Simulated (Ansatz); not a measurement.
Results of r²SCAN50 (plane waves, PAW; Ansatz, an electronic-structure program) for grey tin (α-Sn).

Run with plane-wave cutoff 520 eV, 8×8×8 k mesh, Fermi–Dirac smearing 0.01 eV, scalar-relativistic PAW data made under PBE.

On both sides of the equilibrium volume: at 33.065 Å³/atom the pressure is 0.89 GPa and the direct gap at Γ 1.885 eV; at 34.425 Å³/atom they are -1.29 GPa and 1.467 eV. The fitted bulk modulus is 55.2 GPa.

### Question
Work out the volume deformation potential of this gap and its pressure coefficient, in two ways.

### Answer
a_V = dE_g/d ln V = (1.467 − 1.885)/ln(34.425/33.065) = -10.37 eV. Since dP = −B d ln V, dE_g/dP = −a_V/B = 188 meV/GPa. Straight from the pressures: (1.885 − 1.467)/(0.89 − (-1.29)) = 192 meV/GPa. At this level and over this range the gap at Γ widens under pressure.

Spin–orbit coupling is not included.
